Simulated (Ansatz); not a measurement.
**Molecular dynamics, step by step**

C₂H₆Li (charge +1), singlet, PBE0-D4/def2-SVP (Ansatz 0.2.0). Settings (timestep in fs, temperature in K; T counts 21 degrees of freedom):

```yaml
hamiltonian: {xc: pbe0, dispersion: d4}
md: {n_steps: 80, timestep: 0.5, temperature: 200, ensemble: nve, seed: 822, initial_velocities: maxwell_boltzmann}
```

Start:

Li1  (0.140, 0.244, -1.863)
C2  (0.207, 0.673, 0.432)
C3  (-0.237, -0.723, -0.011)
H4  (0.471, 1.399, -0.362)
H5  (-0.582, 1.162, 1.003)
H6  (1.096, 0.611, 1.058)
H7  (-0.464, -1.331, 0.864)
H8  (0.545, -1.299, -0.533)
H9  (-1.176, -0.735, -0.589)
(Å)

```csv
step,time (fs),potential energy less the start (meV),kinetic energy (meV),T (K)
0,0.00,0.0,181.0,200
5,2.50,67.3,114.4,126
10,5.00,104.9,76.6,85
15,7.50,117.3,64.4,71
20,10.00,64.6,116.6,129
25,12.50,69.3,112.1,124
30,15.00,122.0,59.6,66
35,17.50,124.6,56.9,63
40,20.00,94.5,87.1,96
45,22.50,43.8,137.3,152
50,25.00,101.1,80.6,89
55,27.50,125.9,55.6,61
60,30.00,121.4,60.3,67
65,32.50,59.6,121.7,135
70,35.00,50.9,130.5,144
75,37.50,79.8,101.8,112
80,40.00,80.6,100.9,112
```

Step 50, positions (Å) and forces (eV/Å):

```tsv
atom	x	y	z	Fx	Fy	Fz
Li1	0.117	0.189	-1.798	0.080	0.167	-0.349
C2	0.214	0.682	0.432	-0.042	-0.802	1.185
C3	-0.225	-0.699	-0.054	0.193	-0.924	0.627
H4	0.433	1.421	-0.329	0.251	0.744	-0.585
H5	-0.576	1.098	1.071	-0.118	0.209	-0.193
H6	1.098	0.617	1.102	-0.160	-0.040	-0.488
H7	-0.545	-1.300	0.818	0.341	0.025	-0.126
H8	0.599	-1.330	-0.533	-0.838	0.549	0.246
H9	-1.187	-0.712	-0.616	0.292	0.072	-0.317
```

Step 70, positions (Å) and forces (eV/Å):

| atom | x | y | z | Fx | Fy | Fz |
| --- | --- | --- | --- | --- | --- | --- |
| Li1 | 0.131 | 0.210 | -1.853 | 0.067 | 0.078 | -0.021 |
| C2 | 0.210 | 0.678 | 0.436 | 0.339 | -0.479 | 0.885 |
| C3 | -0.232 | -0.709 | -0.027 | 0.569 | -0.591 | -0.083 |
| H4 | 0.445 | 1.462 | -0.280 | 0.186 | 0.355 | -0.915 |
| H5 | -0.601 | 1.118 | 1.021 | -0.086 | 0.075 | 0.258 |
| H6 | 1.116 | 0.619 | 1.079 | -0.408 | -0.034 | -0.193 |
| H7 | -0.467 | -1.318 | 0.862 | -0.079 | 0.059 | -0.178 |
| H8 | 0.533 | -1.356 | -0.559 | -0.301 | 0.594 | 0.286 |
| H9 | -1.164 | -0.701 | -0.616 | -0.287 | -0.057 | -0.038 |

Step 75, positions (Å) and forces (eV/Å):

```csv
atom,x,y,z,Fx,Fy,Fz
Li1,0.136,0.218,-1.870,0.056,0.053,0.051
C2,0.210,0.677,0.443,-0.551,-0.022,0.344
C3,-0.236,-0.714,-0.016,0.237,-0.572,-0.627
H4,0.451,1.455,-0.296,0.089,0.095,-0.669
H5,-0.634,1.146,1.006,0.667,-0.289,0.024
H6,1.127,0.604,1.043,-0.160,0.065,0.295
H7,-0.440,-1.330,0.888,-0.179,0.172,-0.527
H8,0.527,-1.344,-0.583,-0.312,0.613,0.512
H9,-1.167,-0.700,-0.649,0.153,-0.115,0.597
```

Last step (80):

| atom | x (Å) | y (Å) | z (Å) |
| --- | --- | --- | --- |
| Li1 | 0.1411 | 0.2267 | -1.8871 |
| C2 | 0.2084 | 0.6771 | 0.4518 |
| C3 | -0.2381 | -0.7218 | -0.0070 |
| H4 | 0.4622 | 1.4518 | -0.3484 |
| H5 | -0.6308 | 1.1592 | 0.9950 |
| H6 | 1.1284 | 0.5921 | 1.0232 |
| H7 | -0.4241 | -1.3331 | 0.8852 |
| H8 | 0.5072 | -1.2994 | -0.5797 |
| H9 | -1.1628 | -0.7059 | -0.6488 |

The run took about 82 s on 2 CPU threads (shared host).
